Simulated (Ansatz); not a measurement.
```yaml
crystal:
  periodic: [false, false, false]
  atoms:
    - {symbol: O, position_ang: [0.000000, 0.000000, 0.000000]}
    - {symbol: Na, position_ang: [0.000000, 0.000000, 2.101800]}
basis:
  gaussian: {orbitals: def2-TZVP}
magnetization: {spin_polarized: true, initial_magnetization: 1}
hamiltonian: {xc: pbe0}
relax: {f_tol: 0.004, max_steps: 80}
```

```sh
$ ansatz run in.yaml --threads 1 --pin off --events-out ev --progress --plain --max-ram 2176MiB
```

Steps of the relaxation (energy above the last step; positions in Å, forces in eV/Å):

```
2
step 1, 11.7 meV
O     0.000    0.000    0.000    0.000    0.000    0.409
Na    0.000    0.000    2.102    0.000    0.000   -0.409
```

```
2
step 2, 2.5 meV
O     0.000    0.000    0.015    0.000    0.000    0.196
Na    0.000    0.000    2.087    0.000    0.000   -0.196
```

```
2
step 3, 0.0 meV
O     0.000    0.000    0.028    0.000    0.000   -0.013
Na    0.000    0.000    2.073    0.000    0.000    0.013
```

```
2
step 4, 0.0 meV
O     0.000    0.000    0.027    0.000    0.000    0.005
Na    0.000    0.000    2.075    0.000    0.000   -0.005
```

```
2
step 5, 0.0 meV
O     0.000    0.000    0.028    0.000    0.000    0.000
Na    0.000    0.000    2.074    0.000    0.000    0.000
```

Close pairs at the end: O1–Na2 2.047 Å.

A stationary point of unrestricted PBE0 after 5 steps, with ⟨S²⟩ = 0.758 against 0.75 for a pure state. 13 s on 1 thread of Arm Neoverse V2, shared host.
